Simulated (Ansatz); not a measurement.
```yaml
crystal:
  periodic: [false, false, false]
  atoms:
    - {symbol: Ge, position_ang: [-0.504814, 0.000215, 0.455254]}
    - {symbol: P, position_ang: [1.186815, -0.002205, -1.161362]}
    - {symbol: H, position_ang: [-0.063910, 1.187880, 1.417929]}
    - {symbol: H, position_ang: [-0.025817, -1.135646, 1.461269]}
basis:
  gaussian: {orbitals: def2-TZVP}
magnetization: {spin_polarized: true, initial_magnetization: 3}
hamiltonian: {xc: pbe0}
relax: {f_tol: 0.004, max_steps: 80}
```

```sh
$ ansatz run in.yaml --threads 1 --pin off --events-out ev --progress --plain --max-ram 2176MiB
```

Steps of the relaxation (energy above the last step; positions in Å, forces in eV/Å):

```
4
step 1, 137.0 meV
Ge   -0.505    0.000    0.455    0.746    0.032    1.046
P     1.187   -0.002   -1.161    0.059   -0.005   -0.330
H    -0.064    1.188    1.418   -0.402   -0.013   -0.358
H    -0.026   -1.136    1.461   -0.402   -0.014   -0.358
```

```
4
step 2, 36.4 meV
Ge   -0.350    0.005    0.554    0.070    0.009    0.417
P     1.190   -0.004   -1.252   -0.014    0.001    0.054
H    -0.145    1.336    1.411   -0.018   -0.596   -0.224
H    -0.102   -1.286    1.460   -0.038    0.586   -0.246
```

```
4
step 3, 3.2 meV
Ge   -0.370    0.004    0.535    0.081    0.006    0.239
P     1.192   -0.004   -1.246   -0.007    0.000    0.005
H    -0.135    1.279    1.419   -0.034   -0.176   -0.119
H    -0.094   -1.229    1.466   -0.040    0.170   -0.125
```

```
4
step 5, 0.0 meV
Ge   -0.365    0.004    0.541    0.001    0.000    0.001
P     1.190   -0.004   -1.245    0.000    0.000    0.000
H    -0.137    1.269    1.415    0.000    0.001   -0.001
H    -0.096   -1.219    1.462    0.000   -0.001   -0.001
```

Close pairs at the end: Ge1–H4 1.555 Å, Ge1–H3 1.555 Å, Ge1–P2 2.368 Å.

A stationary point of unrestricted PBE0 after 5 steps, with ⟨S²⟩ = 3.758 against 3.75 for a pure state; no frequencies were run, so it isn't proven a minimum. 23 s on 1 thread of Intel Xeon Platinum 8488C, shared host.
